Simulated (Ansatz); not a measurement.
For hcp Re, PBE-D3(BJ) (PAW; Ansatz, an electronic-structure program) gives:

```
Quantity              Result
-------------------  -------
lattice parameter a  2.757 Å
c axis length        4.454 Å
```

### Question
What does HSE06 (plane waves, PAW; Ansatz) give for the same quantities?

### Answer

- lattice constant a: 2.745 Å (decreases by 0.4 %)
- lattice parameter c: 4.454 Å (hardly moves)

For comparison: lattice constant a 2.761 Å (measured, 293 K, no zero-point or thermal correction; as tabulated in Wikipedia's data pages); lattice parameter c 4.458 Å (measured, 293 K, not corrected to a static lattice; as tabulated in Wikipedia's data pages).

Changes are worked out from the printed values.

Unless a cell is named, each level is at its own relaxed cell (PBE-D3(BJ) 14.66, HSE06 14.54 Å³/atom).

Levels without +SOC leave out spin–orbit coupling, which shifts energies and cells of such heavy elements.

Ansatz's density-functional and Hartree–Fock values are scalar-relativistic unless marked +SOC, with PAW data made under PBE.
